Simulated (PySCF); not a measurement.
Compound: C2H5O3S (charge -1).
Geometry (PBE0-D3(BJ)/def2-SVP, Å), atoms numbered from 1 in this order:
```xyz
11
C2H5O3S angstrom
C     -1.308   -0.331    0.349
C     -0.185    0.667    0.170
S      1.421   -0.163   -0.038
O      1.234   -0.988   -1.256
O      2.386    0.948   -0.191
O      1.584   -0.951    1.207
H     -1.101   -0.957    1.230
H     -1.346   -0.997   -0.527
H     -2.290    0.156    0.475
H     -0.070    1.332    1.041
H     -0.314    1.289   -0.729
```

The computed photoelectron lines, unassigned: C 1s: 286.44 (area 1), 286.88 (area 1) eV; O 1s: 531.62 eV; S 1s: 2477.27 eV; S 2p3/2: 168.19 eV.

Theory: delta-SCF UKS SCAN, pcX-2 on the ionised atom, pcseg-1 elsewhere, spin-free X2C in PySCF 2.14.0. Isolated species at its PBE0-D3(BJ)/def2-SVP geometry, gas phase. The geometry's basis has no diffuse functions, a weakness for an anion.

**Question.** Which carbon gives which C 1s line?

**Answer.** 286.44 eV: C2 (sp3 carbon bound to sulfur); 286.88 eV: C1 (methyl carbon). The listed C 1s values span 0.44 eV, from C2 (bonded to S, C and 2 H) to C1 (bonded to C and 3 H). Summing the Pauling electronegativity differences to the bonded atoms, each weighted by its formal bond order, gives -0.67 for the lowest site and -1.05 for the highest; the largest sum, -0.67, belongs to C2, 0.44 eV below the top. The smallest sum, -1.05, belongs to C1, 0.44 eV above the lowest.

Bonded neighbours of each site: C1: C and 3 H; C2: S, C and 2 H; S3: 3 O and C; O4/O5/O6: S.

**Question.** Which photon energy gives electrons from S 1s of S3 a kinetic energy of 100 eV, and what is their de Broglie wavelength?

**Answer.** hν = 2477.27 + 100 = 2577.27 eV, recoil neglected; λ = 12.264 Å/√(E/eV) = 1.23 Å.

One atom of each set of topologically equivalent atoms was ionised and stands for the set; in this conformer not all members are related by symmetry, and their own values weren't computed. 2p3/2 and 2p1/2 are the ΔSCF energy of one spin-free 2p hole plus the eigenvalues of a spin–orbit and ligand-field matrix of the shell. 2p1/2 minus 2p3/2 (ligand field included): S 1.23 eV. The species carries charge -1, so core ionisation leaves a neutral species. The basis sets have no added diffuse functions.
